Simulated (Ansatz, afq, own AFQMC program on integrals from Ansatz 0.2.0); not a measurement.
Integrals from Ansatz 0.2.0, then the random walk in our own AFQMC program (afq).

```yaml
crystal:
  periodic: [false, false, false]
  atoms:
    - {symbol: Ga, position_ang: [0.000000, 0.000000, 0.244504]}
    - {symbol: Be, position_ang: [0.000000, 0.000000, -1.787028]}
    - {symbol: H, position_ang: [0.000000, 1.179502, 1.026488]}
    - {symbol: H, position_ang: [0.000000, -1.179502, 1.026488]}
    - {symbol: H, position_ang: [0.000000, 0.000000, -2.988085]}
basis:
  gaussian: {orbitals: cc-pVDZ}
magnetization: {spin_polarized: false}
correlation: {method: ccsd_t, electrons: outside_noble_gas, hamiltonian_folder: ham}
```

```sh
$ ansatz run in.yaml --threads 1 --pin off --events-out ev --progress --plain --max-ram 1382MiB
```

afq runs on the folder ham with

```
--method phaseless --trial hf --walkers 120 --populations 1 --least-time 40 --time-step 0.005 --steps-per-block 20 --equilibration-blocks 112 --max-blocks 600 --target-error 0.00102 --factor-cut 1e-05 --seed 3415 --taylor-order 6
```

Times are imaginary, in 1/Eh. The walk had a cap of 584 s. Filled inner d shells are frozen with the cores.

```
orbitals 41  electrons 4 4  factors 337 of 580
reference energy -1939.51092696 Eh
CCSD correlation -0.13776871 Eh in 11 cycles, weight of the determinant in the CISD state 0.9091
energy of the start -1939.510927 Eh
 block  time / (1/Eh)  mean weight  energy / Eh
     1     0.100  1.0002  -1939.532099
     2     0.200  1.0011  -1939.548493
     3     0.300  1.0019  -1939.564791
     4     0.400  1.0011  -1939.576742
     5     0.500  0.9998  -1939.590541
    10     1.000  1.0002  -1939.627309
    86     8.600  1.0004  -1939.657729
   171    17.100  1.0000  -1939.644487
   256    25.600  1.0012  -1939.658010
   273    27.300  1.0002  -1939.678936
   341    34.100  0.9993  -1939.649681
   426    42.600  1.0004  -1939.645068
   494    49.400  0.9995  -1939.635117
   511    51.100  1.0005  -1939.663063
   596    59.600  0.9996  -1939.655167
   681    68.100  0.9985  -1939.653713
   698    69.800  1.0003  -1939.650916
blocks merged  error / Eh  count
     1  0.000473  600
     2  0.000607  300
     4  0.000758  150
     8  0.000975  75
    16  0.001220  37
    32  0.001143  18
    64  0.001497  9
energy -1939.654766 +/- 0.001220 Eh
(rows thinned)
```

Problem. Estimate how long the walk took on 1 thread of Intel(R) Xeon(R) 6975P-C (Granite Rapids) (shared host).

Solution. 93 s of wall time.

The run passed its tests (sampling time, drift between the halves within three errors, error under three times the target), which doesn't prove that it has relaxed.

Against this walk (error 33.2 meV) on the same determinant: CCSD(T) 108.7 meV higher, CCSDT(Q) 90.8 meV higher, a separate phaseless walk with a CISD trial and standard settings 87.3 ± 33.5 meV higher. The error is statistical and leaves out the bias of the constraint.

Cautions: constraint bias not in the error; error above the target (33.2 against 27.8 meV); no relativity below Rb; no spin-orbit coupling; inner d shell frozen.

CCSDT and higher add their correlation energy to the determinant of the CCSD(T) run, since their own runs factorise the integrals more tightly (a shift of under 2 meV). A walk keeps the symmetry of its determinant, which the program's search chose and which needn't be the lowest solution, so a lower state of the same spin and another symmetry isn't excluded.
